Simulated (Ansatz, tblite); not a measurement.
**Si(NCS)H3 (CH₃NSSi): removing an electron**

What does removing an electron cost or gain for Si(NCS)H3 (CH₃NSSi)? Each charged state is run at several levels.

Computed with Ansatz 0.2.0, Gaussian basis. Level: as each input shows.

The runs, in order: charge +1 doublet, at the geometry of the singlet (PBE0-D4/def2-TZVP, PBE-D4/def2-TZVP, r2SCAN-D4/def2-TZVP, CCSD(T)/def2-TZVPP); charge +1 doublet, relaxed (PBE0-D4/def2-TZVP, PBE-D4/def2-TZVP); the starting singlet's energies come from earlier runs.

## 1. The geometry

The singlet was relaxed beforehand with PBE-D4/def2-SVP.

7 atoms, charge 0, spin multiplicity 1.

Atoms are counted from 1 here; the program's logs count them from 0.

Bond lengths: Si1–N2 1.734 Å, Si1–H5 1.501 Å, Si1–H6 1.501 Å, Si1–H7 1.501 Å, N2–C3 1.208 Å, C3–S4 1.584 Å. Angles: N2–Si1–H5 108.8°, N2–Si1–H6 108.9°, N2–Si1–H7 108.8°, H5–Si1–H6 110.1°, H5–Si1–H7 110.1°, H6–Si1–H7 110.1°, Si1–N2–C3 179.5°, N2–C3–S4 180.0°.

## 2. Charge +1 doublet at the fixed geometry, first pass, PBE0-D4/def2-SVP

Contents of in.yaml:

```yaml
crystal:
  periodic: [false, false, false]
  atoms:
    - {symbol: Si, position_ang: [-0.002069, -0.002256, -1.106672]}
    - {symbol: N, position_ang: [-0.002016, 0.008905, 0.627117]}
    - {symbol: C, position_ang: [0.002356, 0.006323, 1.835354]}
    - {symbol: S, position_ang: [0.007816, 0.003540, 3.419120]}
    - {symbol: H, position_ang: [1.418297, -0.003825, -1.591478]}
    - {symbol: H, position_ang: [-0.713512, 1.223590, -1.600052]}
    - {symbol: H, position_ang: [-0.710882, -1.236287, -1.583389]}
basis:
  gaussian: {orbitals: def2-SVP}
total_charge: 1
magnetization: {spin_polarized: true, initial_magnetization: 1}
hamiltonian: {xc: pbe0, dispersion: d4}
output: {orbitals: {seedname: orbitals}}
```

Command:

```
$ ansatz run in.yaml --threads 4 --pin off --events-out ev --progress --plain --max-ram 3916MiB
```

Log:

```text
Functional definition: PBE0
  name "PBE0"
  cite "Adamo & Barone, J. Chem. Phys. 110, 6158 (1999) doi:10.1063/1.478522"
  cite "Perdew, Burke & Ernzerhof, Phys. Rev. Lett. 77, 3865 (1996) doi:10.1103/PhysRevLett.77.3865"
  parent pbe
  parameter a = 0.25
  parameter kappa = 0.804
  parameter beta = 0.06672455060314922
  exchange = (1 - a)*pbe_x(kappa = kappa, mu = beta*pi^2/3) + a*exact_x
  correlation = pbe_c(beta = beta)
767 factors; integrals over basis functions are off by at most 1.2e-3 eV
mean field evaluation 1: about -21247.5780 eV, gradient 5.3e1 eV
mean field evaluation 2: about -21191.9705 eV, gradient 1.1e2 eV
mean field evaluation 4: about -21259.9634 eV, gradient 1.8e1 eV
mean field evaluation 8: about -21261.6373 eV, gradient 5.1e-1 eV
mean field evaluation 16: about -21261.6410 eV, gradient 9.0e-4 eV
mean field evaluation 32: about -21261.6410 eV, gradient 6.7e-3 eV
mean field evaluation 64: about -21261.6410 eV, gradient 7.2e-3 eV
mean field evaluation 96: about -21261.6409 eV, gradient 6.4e-2 eV
mean field -21261.64102797 eV, -781.3508961200 hartree, gradient 4.4e-6 eV, S^2 0.774918; 4 other end points of the search recorded, 0 dependent functions left out
reference -21261.64105072 eV, -781.3508969559 hartree; 23, 22 occupied and 56, 57 virtual orbitals, 767 factors
Total energy: -21261.74991959 eV, -781.3548978133 hartree
```

Wall time 74 s (4 threads of Intel Xeon at 2.50GHz, shared host).

HOMO -13.87 eV, LUMO -11.75 eV (over both spins); ⟨S²⟩ 0.775 (pure: 0.75).

## 3. Charge +1 doublet at the fixed geometry, PBE0-D4/def2-TZVP

start.molden holds the orbitals of an earlier run on this state, given as this run's starting guess.

Edit in.yaml of step 2 so:

```diff
@@ -11,3 +11,3 @@
 basis:
-  gaussian: {orbitals: def2-SVP}
+  gaussian: {orbitals: def2-TZVP, initial_orbitals: start.molden}
 total_charge: 1
@@ -15,2 +15,3 @@
 hamiltonian: {xc: pbe0, dispersion: d4}
+scf: {omitted_lower_state_checks: [starts]}
 output: {orbitals: {seedname: orbitals}}
```

Launched as before.

Log, shortened:

```text
Functional definition: PBE0
  name "PBE0"
  cite "Adamo & Barone, J. Chem. Phys. 110, 6158 (1999) doi:10.1063/1.478522"
  cite "Perdew, Burke & Ernzerhof, Phys. Rev. Lett. 77, 3865 (1996) doi:10.1103/PhysRevLett.77.3865"
  parent pbe
[...]
1006 factors; their error is unknown
[...]
mean field -21271.06441114 eV, -781.6971990641 hartree, gradient 7.8e-6 eV, S^2 0.776302; 0 other end points of the search recorded, 0 dependent functions left out
reference -21271.06444482 eV, -781.6972003018 hartree; 23, 22 occupied and 131, 132 virtual orbitals, 1006 factors
Total energy: -21271.17331369 eV, -781.7012011592 hartree
Checks for a lower state left out: starts
```

It took 80 s on 4 threads of Intel Xeon at 2.50GHz, shared host; peak memory 0.58 GiB.

From the report: HOMO -13.83 eV, LUMO -11.63 eV (over both spins); ⟨S²⟩ 0.776 (pure: 0.75).

## 4. Charge +1 doublet at the fixed geometry, PBE-D4/def2-TZVP

Edit in.yaml of step 3 so:

```diff
@@ -14,3 +14,3 @@
 magnetization: {spin_polarized: true, initial_magnetization: 1}
-hamiltonian: {xc: pbe0, dispersion: d4}
+hamiltonian: {xc: pbe, dispersion: d4}
 scf: {omitted_lower_state_checks: [starts]}
```

The command is unchanged.

Log:

```text
Functional definition: PBE
  name "PBE"
  cite "Perdew, Burke & Ernzerhof, Phys. Rev. Lett. 77, 3865 (1996) doi:10.1103/PhysRevLett.77.3865"
  parent pbe
  parameter kappa = 0.804
  parameter beta = 0.06672455060314922
  exchange = pbe_x(kappa = kappa, mu = beta*pi^2/3)
  correlation = pbe_c(beta = beta)
these checks for a lower state are left out or cut short: starts
980 factors; their error is unknown
mean field evaluation 1: about -21269.5403 eV, gradient 8.0e0 eV
mean field evaluation 2: about -21269.6833 eV, gradient 3.0e-1 eV
mean field evaluation 4: about -21269.6765 eV, gradient 1.2e-1 eV
mean field evaluation 8: about -21269.6767 eV, gradient 8.4e-4 eV
mean field evaluation 16: about -21269.6767 eV, gradient 1.5e-5 eV
mean field -21269.67668403 eV, -781.6462010335 hartree, gradient 9.1e-6 eV, S^2 0.758114; 0 other end points of the search recorded, 0 dependent functions left out
reference -21269.67672857 eV, -781.6462026704 hartree; 23, 22 occupied and 131, 132 virtual orbitals, 980 factors
Total energy: -21269.80500950 eV, -781.6509169075 hartree
Checks for a lower state left out: starts
```

Wall time 30 s (4 threads of Intel Xeon at 2.50GHz, shared host).

HOMO -12.56 eV, LUMO -12.40 eV (over both spins); ⟨S²⟩ 0.758 (pure: 0.75).

## 5. Charge +1 doublet at the fixed geometry, r2SCAN-D4/def2-TZVP

Edit in.yaml of step 4 so:

```diff
@@ -14,3 +14,3 @@
 magnetization: {spin_polarized: true, initial_magnetization: 1}
-hamiltonian: {xc: pbe, dispersion: d4}
+hamiltonian: {xc: r2scan, dispersion: d4}
 scf: {omitted_lower_state_checks: [starts]}
```

Launched as before.

Log, shortened:

```text
Functional definition: r2SCAN
  name "r2SCAN"
  cite "Furness, Kaplan, Ning, Perdew & Sun, J. Phys. Chem. Lett. 11, 8208 (2020) doi:10.1021/acs.jpclett.0c02405"
  cite "Furness, Kaplan, Ning, Perdew & Sun, J. Phys. Chem. Lett. 11, 9248 (2020) doi:10.1021/acs.jpclett.0c03077"
  parent r2scan
[...]
980 factors; their error is unknown
[...]
mean field -21278.49599033 eV, -781.9703045619 hartree, gradient 6.8e-6 eV, S^2 0.773508; 0 other end points of the search recorded, 0 dependent functions left out
reference -21278.49600551 eV, -781.9703051197 hartree; 23, 22 occupied and 131, 132 virtual orbitals, 980 factors
Total energy: -21278.52702493 eV, -781.9714450627 hartree
Checks for a lower state left out: starts
```

Run time: 43 s. Hardware: 4 threads of Intel Xeon at 2.50GHz, shared host.

From the report: HOMO -12.87 eV, LUMO -12.27 eV (over both spins); ⟨S²⟩ 0.774 (pure: 0.75).

## 6. Charge +1 doublet at the fixed geometry, CCSD(T)/def2-TZVPP

Edit in.yaml of step 5 so:

```diff
@@ -11,7 +11,7 @@
 basis:
-  gaussian: {orbitals: def2-TZVP, initial_orbitals: start.molden}
+  gaussian: {orbitals: def2-TZVPP, initial_orbitals: start.molden}
 total_charge: 1
 magnetization: {spin_polarized: true, initial_magnetization: 1}
-hamiltonian: {xc: r2scan, dispersion: d4}
-scf: {omitted_lower_state_checks: [starts]}
+correlation: {method: ccsd_t}
+scf: {omitted_lower_state_checks: [starts, cluster_reference]}
 output: {orbitals: {seedname: orbitals}}
```

The command is unchanged.

Log, shortened:

```text
Functional definition: HF
  name "HF"
  cite "Fock, Z. Phys. 61, 126 (1930) doi:10.1007/BF01340294"
  parent pbe
[...]
1103 factors; integrals over basis functions are off by at most 1.3e-3 eV
[...]
mean field -21233.04817306 eV, -780.3001280830 hartree, gradient 3.5e-11 eV, S^2 0.955190; 0 other end points of the search recorded, 0 dependent functions left out
12 core orbitals not correlated: weight in the atoms' cores, before any rotation towards them, 1.000 or more for the frozen orbitals, at most 0.000 for the correlated occupied ones
reference -21233.04817306 eV, -780.3001280830 hartree; 11, 10 occupied and 165, 166 virtual orbitals, 1103 factors
second order -15.62066594 eV of doubles, -0.00000000 eV of singles
cycle   1  -16.15199684 eV  change   -5.3e-1 eV  update   1.3e-1
[...]
cycle  13  -17.08602303 eV  change   -9.0e-6 eV  update   2.5e-5
perturbative correction -0.87216592 eV, -0.0320515065 hartree
Total energy: -21251.00636201 eV, -780.9600793546 hartree
Checks for a lower state left out: starts, cluster_reference
```

Run time: 7.3 min. Hardware: 4 threads of Intel Xeon at 2.50GHz, shared host; peak memory 2.1 GiB.

From the report: Hartree-Fock HOMO -16.58 eV, LUMO -7.00 eV (over both spins); ⟨S²⟩ 0.955 (pure: 0.75); T1 0.035. Doubts: spin contamination.

## 7. Vertical ionisation energy

Charged state less starting state, singlet to doublet; the starting state's energies are those of its earlier runs.

| level | vertical ionisation energy (eV) | time |
| --- | --- | --- |
| HF/def2-TZVPP† | +8.46 |  |
| PBE-D4/def2-TZVP | +9.48 | 33 s |
| r2SCAN-D4/def2-TZVP | +9.56 | 48 s |
| PBE0-D4/def2-TZVP | +9.62 | 84 s |
| MP2/def2-TZVPP† | +10.24 |  |
| CCSD/def2-TZVPP† | +9.49 |  |
| CCSD(T)/def2-TZVPP† | +9.61 | 7.9 min |

Times add the two runs; a level without a time comes out of a correlated run. † marks a level with a doubtful state (flagged, unstable, out of aufbau order, or strongly spin-contaminated); such levels are left out of the summary. CCSD(T)/def2-TZVPP is no safe reference here (spin contamination).

Beside −ε(HOMO) of the starting state:

| level | −ε(HOMO) (eV) | by difference (eV) | mismatch (eV) |
| --- | --- | --- | --- |
| PBE-D4/def2-TZVP | 6.42 | 9.48 | -3.06 |
| r2SCAN-D4/def2-TZVP | 6.69 | 9.56 | -2.87 |
| PBE0-D4/def2-TZVP | 7.54 | 9.62 | -2.08 |

## 8. Relaxing the charge +1 doublet

Edit in.yaml of step 6 so:

```diff
@@ -11,7 +11,8 @@
 basis:
-  gaussian: {orbitals: def2-TZVPP, initial_orbitals: start.molden}
+  gaussian: {orbitals: def2-SVP}
 total_charge: 1
 magnetization: {spin_polarized: true, initial_magnetization: 1}
-correlation: {method: ccsd_t}
-scf: {omitted_lower_state_checks: [starts, cluster_reference]}
+hamiltonian: {xc: pbe, dispersion: d4}
+scf: {omitted_lower_state_checks: [starts]}
 output: {orbitals: {seedname: orbitals}}
+relax: {f_tol: 0.02, max_steps: 100}
```

The command is unchanged.

Log, shortened:

```text
Functional definition: PBE
  name "PBE"
  cite "Perdew, Burke & Ernzerhof, Phys. Rev. Lett. 77, 3865 (1996) doi:10.1103/PhysRevLett.77.3865"
  parent pbe
[...]
905 factors; their error is unknown
[...]
mean field -21260.24833670 eV, -781.2997156598 hartree, gradient 2.2e-9 eV, S^2 0.757366; 0 other end points of the search recorded, 0 dependent functions left out
[...]
reference -21260.24836704 eV, -781.2997167747 hartree; 23, 22 occupied and 56, 57 virtual orbitals, 905 factors
relax step   1: F+E_penalty+E_count = -21260.37661763 eV  Δ(F+E_penalty+E_count) = +0.000e0 eV  max|allowed force component| = 1.812e0 eV/Å  Δτ_max = 0.0000 Å  (116 SCF iters, accepted)
[...]
relax step   5: F+E_penalty+E_count = -21260.50259698 eV  Δ(F+E_penalty+E_count) = -4.048e-3 eV  max|allowed force component| = 2.274e-2 eV/Å  Δτ_max = 0.0156 Å  (54 SCF iters, accepted)
[...]
reference -21260.37563138 eV, -781.3043936531 hartree; 23, 22 occupied and 56, 57 virtual orbitals, 905 factors
Total energy: -21260.50268994 eV, -781.3090629691 hartree
Atom 0 at    -0.036162    -0.002975    -1.201877 Å, force     0.005492     0.000018     0.000781 eV/Å
Atom 1 at    -0.007868     0.006415     0.608648 Å, force    -0.018010    -0.003890    -0.003101 eV/Å
Atom 2 at     0.010829     0.005771     1.803741 Å, force     0.006365     0.002030    -0.001257 eV/Å
Atom 3 at     0.032702     0.005649     3.413608 Å, force     0.003630     0.000482    -0.002360 eV/Å
Atom 4 at     1.441414    -0.003230    -1.486208 Å, force     0.003065     0.000328     0.003228 eV/Å
Atom 5 at    -0.721814     1.268422    -1.576069 Å, force    -0.000318     0.000296     0.001701 eV/Å
Atom 6 at    -0.719111    -1.280062    -1.561843 Å, force    -0.000223     0.000736     0.001008 eV/Å
Dipole moment:     0.008890    -0.001576    -0.213678 e Å
Checks for a lower state left out: starts
```

Run time: 30 s. Hardware: 4 threads of Intel Xeon at 2.50GHz, shared host.

Step by step: (the energy doesn't fall at every step)

| step | energy from step 1 (eV) | largest force component (eV/Å) |
| --- | --- | --- |
| 1 | 0.0000 | 1.8119 |
| 2 | -0.0892 | 1.0923 |
| 3 | -0.1219 | 0.3391 |
| 4 | -0.1161 | 0.5706 |
| 5 | -0.1260 | 0.0227 |
| 6 | -0.1260 | 0.0180 |

Close pairs (by a distance rule), those that changed most:

| bond | before (Å) | after (Å) | change (Å) |
| --- | --- | --- | --- |
| Si1–N2 | 1.734 | 1.811 | +0.077 |
| C3–S4 | 1.584 | 1.610 | +0.026 |
| N2–C3 | 1.208 | 1.195 | -0.013 |
| Si1–H6 | 1.501 | 1.492 | -0.009 |
| Si1–H7 | 1.501 | 1.492 | -0.009 |
| Si1–H5 | 1.501 | 1.505 | +0.004 |

## 9. Charge +1 doublet, PBE0-D4/def2-TZVP

Contents of in.yaml:

```yaml
crystal:
  periodic: [false, false, false]
  atoms:
    - {symbol: Si, position_ang: [-0.036162, -0.002975, -1.201877]}
    - {symbol: N, position_ang: [-0.007868, 0.006415, 0.608648]}
    - {symbol: C, position_ang: [0.010829, 0.005771, 1.803741]}
    - {symbol: S, position_ang: [0.032702, 0.005649, 3.413608]}
    - {symbol: H, position_ang: [1.441414, -0.003230, -1.486208]}
    - {symbol: H, position_ang: [-0.721814, 1.268422, -1.576069]}
    - {symbol: H, position_ang: [-0.719111, -1.280062, -1.561843]}
basis:
  gaussian: {orbitals: def2-TZVP, initial_orbitals: start.molden}
total_charge: 1
magnetization: {spin_polarized: true, initial_magnetization: 1}
hamiltonian: {xc: pbe0, dispersion: d4}
scf: {omitted_lower_state_checks: [starts]}
output: {orbitals: {seedname: orbitals}}
```

Same command.

Log:

```text
Functional definition: PBE0
  name "PBE0"
  cite "Adamo & Barone, J. Chem. Phys. 110, 6158 (1999) doi:10.1063/1.478522"
  cite "Perdew, Burke & Ernzerhof, Phys. Rev. Lett. 77, 3865 (1996) doi:10.1103/PhysRevLett.77.3865"
  parent pbe
  parameter a = 0.25
  parameter kappa = 0.804
  parameter beta = 0.06672455060314922
  exchange = (1 - a)*pbe_x(kappa = kappa, mu = beta*pi^2/3) + a*exact_x
  correlation = pbe_c(beta = beta)
these checks for a lower state are left out or cut short: starts
1006 factors; their error is unknown
mean field evaluation 1: about -21268.2925 eV, gradient 9.6e1 eV
mean field evaluation 2: about -21271.0769 eV, gradient 3.1e0 eV
mean field evaluation 4: about -21271.2237 eV, gradient 2.1e-1 eV
mean field evaluation 8: about -21271.2246 eV, gradient 3.5e-5 eV
mean field -21271.22464497 eV, -781.7030875488 hartree, gradient 9.4e-6 eV, S^2 0.773271; 0 other end points of the search recorded, 0 dependent functions left out
reference -21271.22467864 eV, -781.7030887862 hartree; 23, 22 occupied and 131, 132 virtual orbitals, 1006 factors
Total energy: -21271.33253039 eV, -781.7070522649 hartree
Checks for a lower state left out: starts
```

It took 10 s on 4 threads of Intel Xeon at 2.50GHz, shared host; peak memory 0.58 GiB.

HOMO -13.76 eV, LUMO -11.33 eV (over both spins); ⟨S²⟩ 0.773 (pure: 0.75).

## 10. Charge +1 doublet, PBE-D4/def2-TZVP

Edit in.yaml of step 9 so:

```diff
@@ -14,3 +14,3 @@
 magnetization: {spin_polarized: true, initial_magnetization: 1}
-hamiltonian: {xc: pbe0, dispersion: d4}
+hamiltonian: {xc: pbe, dispersion: d4}
 scf: {omitted_lower_state_checks: [starts]}
```

Launched as before.

Log:

```text
Functional definition: PBE
  name "PBE"
  cite "Perdew, Burke & Ernzerhof, Phys. Rev. Lett. 77, 3865 (1996) doi:10.1103/PhysRevLett.77.3865"
  parent pbe
  parameter kappa = 0.804
  parameter beta = 0.06672455060314922
  exchange = pbe_x(kappa = kappa, mu = beta*pi^2/3)
  correlation = pbe_c(beta = beta)
these checks for a lower state are left out or cut short: starts
980 factors; their error is unknown
mean field evaluation 1: about -21269.6606 eV, gradient 7.9e0 eV
mean field evaluation 2: about -21269.7947 eV, gradient 2.6e-1 eV
mean field evaluation 4: about -21269.7858 eV, gradient 1.5e-2 eV
mean field evaluation 8: about -21269.7858 eV, gradient 3.8e-5 eV
mean field -21269.78580953 eV, -781.6502113215 hartree, gradient 6.0e-6 eV, S^2 0.757912; 0 other end points of the search recorded, 0 dependent functions left out
reference -21269.78585411 eV, -781.6502129599 hartree; 23, 22 occupied and 131, 132 virtual orbitals, 980 factors
Total energy: -21269.91291267 eV, -781.6548822757 hartree
Checks for a lower state left out: starts
```

It took 7.5 s on 4 threads of Intel Xeon at 2.50GHz, shared host.

HOMO -12.47 eV, LUMO -12.22 eV (over both spins); ⟨S²⟩ 0.758 (pure: 0.75).

## 11. Fields of the charge +1 doublet

Orbitals, density, ELF and potential are computed afterwards from the orbital file.

Frontier orbitals at PBE0-D4/def2-TZVP (alpha spin), with the share of their density that lies nearest to each atom:

| orbital | energy (eV) | lies on |
| --- | --- | --- |
| HOMO-1 | -14.63 | H5 34 %; S4 23 %; N2 13 % |
| HOMO | -14.06 | S4 52 %; N2 21 %; H6, H7 about 9 % each |
| LUMO | -6.87 | C3 47 %; N2 23 %; S4 22 % |

ELF in a plane through or near 4 of the atoms.

Ten even steps from '0' (0.00) to '9' (0.98):
```
0000000000000000000000000000
0000000000000000000000000000
0000000000000000000000000000
0000000002320000000000000000
0000000169972000000001100000
0000000499994000000026641000
0000000599994013311268974000
0000000379973267655679986100
0000000157311688866776996200
0000000011551865834845186200
0000000011551765834846186200
0000000157311588866776996200
0000000279973267655679986100
0000000499995013311268974000
0000000499994000000036641000
0000000169982000000001100000
0000000002320000000000000000
0000000000000000000000000000
0000000000000000000000000000
0000000000000000000000000000
```
The map spans 12.0 Å across and 7.8 Å up, centred on the molecule. Atoms in the plane (x, y in Å): Si1 (-1.2, 0.0), N2 (0.6, 0.0), C3 (1.8, 0.0), S4 (3.4, 0.0).

On the surface of density 0.002 e/bohr³ the electrostatic potential runs, from the 1st to the 99th percentile, from 4.19 to 6.14 V.

The spin density lies nearest to S4 57 %; N2 24 %; C3 13 % (beta excess).

## 12. Adiabatic ionisation energy

Charged state less starting state, singlet to doublet; the starting state's energies are those of its earlier runs.

| level | adiabatic ionisation energy (eV) | time |
| --- | --- | --- |
| PBE-D4/def2-TZVP | +9.37 | 11 s |
| PBE0-D4/def2-TZVP | +9.46 | 14 s |

Times add the two runs; a level without a time comes out of a correlated run.

## 13. Outcome

| quantity | value |
| --- | --- |
| vertical ionisation energy, functionals in def2-TZVP | 9.48 (PBE-D4) to 9.62 eV (PBE0-D4) |
| adiabatic ionisation energy, functionals in def2-TZVP | 9.37 (PBE-D4) to 9.46 eV (PBE0-D4) |
| relaxation of the cation side, PBE-D4/def2-TZVP | 0.11 eV |

What this shows: The vertical ionisation energy spans 9.48 to 9.62 eV over the functionals. −ε(HOMO) misses the level's own difference by -2.08 eV at best (PBE0-D4) and -3.06 eV at worst (PBE-D4). The adiabatic ionisation energy spans 9.37 to 9.46 eV over the functionals. Relaxing the oxidised state gains 0.11 eV at PBE-D4/def2-TZVP.
